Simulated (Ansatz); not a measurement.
# H₂S + Si₂H₅ radical: a complex and its separated parts

Aim: how far the complex at one end of a reaction step lies below its separated, relaxed parts, level by level.

Computed with Ansatz 0.2.0, Gaussian basis. Level: PBE0-D4/def2-TZVP structures, single points in def2-TZVPP, no counterpoise correction.

Levels: SPW92, PBE-D4, BLYP-D4, r2SCAN-D4, B97M-V, PBE0-D4, B3LYP-D4, r2SCAN0-D4, BHLYP-D4, CAM-B3LYP-D4, wB97X-V, wB97M-V, B2PLYP, PBE-QIDH, RPA on PBE, Hartree-Fock, MP2, CCSD, CCSD(T).

Correlated methods freeze the cores. Orbitals are unrestricted. B3LYP uses VWN-RPA correlation. B2PLYP carries no dispersion term here.

94 further runs of the same task are left out: 94 set aside as unsound or not needed. Runs told in other sessions of the task aren't counted.

### Step 1. The starting structure

The complex: 10 atoms, charge 0, spin multiplicity 2.

Atoms are counted from 1 here; the program's logs count them from 0.

Bond lengths: H1–S4 1.347 Å, Si2–Si3 2.327 Å, Si2–H5 1.488 Å, Si2–H6 1.488 Å, Si3–H7 1.491 Å, Si3–H8 1.485 Å, Si3–H9 1.484 Å, S4–H10 1.342 Å. Angles: Si3–Si2–H5 114.9°, Si3–Si2–H6 115.0°, H5–Si2–H6 110.0°, Si2–Si3–H7 111.4°, Si2–Si3–H8 108.8°, Si2–Si3–H9 109.2°, H7–Si3–H8 108.6°, H7–Si3–H9 108.9°, H8–Si3–H9 109.9°, H1–S4–H10 92.1°.

Geometry (Å):

```
H    -1.1518   -1.0255   -1.4890
Si    0.4793    1.2579   -0.8126
Si    0.8187    0.0637    1.1555
S    -1.6651   -2.1815   -1.0242
H    -0.2575    2.5408   -0.6494
H     1.6991    1.4717   -1.6377
H     1.6999    0.8095    2.0983
H    -0.4947   -0.1614    1.8117
H     1.4525   -1.2391    0.8328
H    -2.5806   -1.5362   -0.2855
```

Its parts: H₂S holds atoms 1, 4, 10; Si₂H₅ radical holds atoms 2, 3, 5, 6, 7, 8, 9. Each part counts its atoms afresh in its own runs.

### Step 2. Relaxing H₂S alone

relax-a/in.yaml reads:

```yaml
crystal:
  periodic: [false, false, false]
  atoms:
    - {symbol: H, position_ang: [-1.151772, -1.025530, -1.488969]}
    - {symbol: S, position_ang: [-1.665070, -2.181501, -1.024229]}
    - {symbol: H, position_ang: [-2.580560, -1.536207, -0.285461]}
basis:
  gaussian: {orbitals: def2-TZVP}
hamiltonian: {xc: pbe0, dispersion: d4}
relax: {f_tol: 0.005, max_steps: 200}
```

Launch:

```
ansatz run in.yaml --threads 4 --pin off --events-out ev --progress --plain --max-ram 9574MiB
```

After this run come: Relaxing Si₂H₅ radical alone; SPW92/def2-TZVPP; PBE-D4/def2-TZVPP; BLYP-D4/def2-TZVPP; r2SCAN-D4/def2-TZVPP; B97M-V/def2-TZVPP; PBE0-D4/def2-TZVPP; B3LYP-D4/def2-TZVPP; r2SCAN0-D4/def2-TZVPP; BHLYP-D4/def2-TZVPP; CAM-B3LYP-D4/def2-TZVPP; wB97X-V/def2-TZVPP; wB97M-V/def2-TZVPP; B2PLYP/def2-TZVPP; PBE-QIDH/def2-TZVPP; RPA on PBE/def2-TZVPP; CCSD(T)/def2-TZVPP; Vibrations of H₂S; Vibrations of Si₂H₅ radical.

Q: Predict the outcome of this session. Wanted: complex less parts, CCSD(T)/def2-TZVPP; with zero-point energy; largest T1 diagnostic.

As calculated:

```
                              quantity      value
complex less parts, CCSD(T)/def2-TZVPP  -0.043 eV
                with zero-point energy  -0.015 eV
                 largest T1 diagnostic      0.015
```

In words: At CCSD(T) the complex lies 0.043 eV below its parts. The functionals run from PBE-QIDH, off by +0.004 eV, to SPW92, off by -0.132 eV, against CCSD(T). By rung, the mean size of the error is: LDA 0.132, GGA 0.072, meta-GGA 0.036, hybrid 0.046, range-separated hybrid 0.025, double hybrid 0.016 eV. The double hybrids carry no dispersion term here, unlike the levels marked D4 or V. PBE-D4 gives a relative energy 0.079 eV too low, an error of 186 % of the reference. No counterpoise was applied, and triple zeta lacks some correlation, so the CCSD(T) reference has a basis error of its own, and close matches with it are partly luck.
